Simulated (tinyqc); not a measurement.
Inside a calculation. Method: CCSD on RHF in the sto-6g basis, frozen core, for H2O, spin multiplicity 1. One step of it, computed by the program tinyqc.

Question. Iteration 9 (converged): orbitals. Diagonalise F' = X^T F X, C = X C', fill 5 alpha and 5 beta electrons from the bottom; D = 2 C_occ C_occ^T. Each column has its largest component positive (the first on a tie).

converged F (hartree):
```
             1O 1s      1O 2s     1O 2px     1O 2py     1O 2pz      2H 1s      3H 1s
1O 1s   -20.523263  -4.963797   0.000000  -0.001169  -0.023390  -0.814335  -0.700877
1O 2s    -4.963797  -2.294479   0.000000  -0.010943  -0.055846  -0.758380  -0.679449
1O 2px    0.000000   0.000000  -0.390006   0.000000   0.000000   0.000000   0.000000
1O 2py   -0.001169  -0.010943   0.000000  -0.214797  -0.012629  -0.360947   0.338665
1O 2pz   -0.023390  -0.055846   0.000000  -0.012629  -0.256209  -0.301226  -0.285652
2H 1s    -0.814335  -0.758380   0.000000  -0.360947  -0.301226  -0.395430  -0.194121
3H 1s    -0.700877  -0.679449   0.000000   0.338665  -0.285652  -0.194121  -0.343275
```

X:
```
            1O 1s      1O 2s    1O 2px     1O 2py     1O 2pz      2H 1s      3H 1s
1O 1s    1.022180  -0.130906  0.000000  -0.000732  -0.005698   0.017195   0.015664
1O 2s   -0.130906   1.134123  0.000000   0.009323   0.057314  -0.216313  -0.186679
1O 2px   0.000000   0.000000  1.000000   0.000000   0.000000   0.000000   0.000000
1O 2py  -0.000732   0.009323  0.000000   1.064880   0.004225  -0.169958   0.153572
1O 2pz  -0.005698   0.057314  0.000000   0.004225   1.029007  -0.108677  -0.096112
2H 1s    0.017195  -0.216313  0.000000  -0.169958  -0.108677   1.118109  -0.047731
3H 1s    0.015664  -0.186679  0.000000   0.153572  -0.096112  -0.047731   1.095279
```

Give: F' = X^T F X; orbital energies; coefficients C; D after iteration 9.

Answer.

F' = X^T F X (hartree):
```
          1        2        3        4        5        6        7
1  -20.1996  -2.4985   0.0000  -0.0019  -0.0429  -0.1078  -0.0809
2   -2.4985  -1.2899   0.0000   0.0073   0.0915  -0.3913  -0.3454
3    0.0000   0.0000  -0.3900   0.0000   0.0000   0.0000   0.0000
4   -0.0019   0.0073   0.0000  -0.0115  -0.0022  -0.3910   0.3665
5   -0.0429   0.0915   0.0000  -0.0022  -0.1555  -0.2837  -0.2651
6   -0.1078  -0.3913   0.0000  -0.3910  -0.2837  -0.0284  -0.0516
7   -0.0809  -0.3454   0.0000   0.3665  -0.2651  -0.0516  -0.0386
```

orbital energies (hartree): MO1 -20.5261, MO2 -1.1968, MO3 -0.5327, MO4 -0.4219, MO5 -0.3900, MO6 0.4098, MO7 0.5442

coefficients C:
```
            MO1      MO2      MO3      MO4     MO5      MO6      MO7
1O 1s    0.9969  -0.2301   0.0114   0.0795  0.0000   0.0943  -0.0219
1O 2s    0.0138   0.9075  -0.0634  -0.4356  0.0000  -0.5904   0.1492
1O 2px   0.0000   0.0000   0.0000   0.0000  1.0000   0.0000   0.0000
1O 2py   0.0002   0.0112   0.6024  -0.0419  0.0000   0.1599   0.8923
1O 2pz   0.0021   0.0690   0.0553   0.7516  0.0000  -0.7012   0.1374
2H 1s   -0.0027   0.1421   0.4704   0.3049  0.0000   0.5599  -0.8321
3H 1s   -0.0024   0.1234  -0.4326   0.3805  0.0000   0.7909   0.5451
```

D after iteration 9:
```
          1O 1s    1O 2s  1O 2px   1O 2py   1O 2pz    2H 1s    3H 1s
1O 1s    2.1064  -0.4607  0.0000   0.0023   0.0931  -0.0117  -0.0109
1O 2s   -0.4607   2.0351  0.0000  -0.0195  -0.5365  -0.0673  -0.0526
1O 2px   0.0000   0.0000  2.0000   0.0000   0.0000   0.0000   0.0000
1O 2py   0.0023  -0.0195  0.0000   0.7294   0.0052   0.5443  -0.5503
1O 2pz   0.0931  -0.5365  0.0000   0.0052   1.1454   0.5299   0.5411
2H 1s   -0.0117  -0.0673  0.0000   0.5443   0.5299   0.6688  -0.1399
3H 1s   -0.0109  -0.0526  0.0000  -0.5503   0.5411  -0.1399   0.6944
```
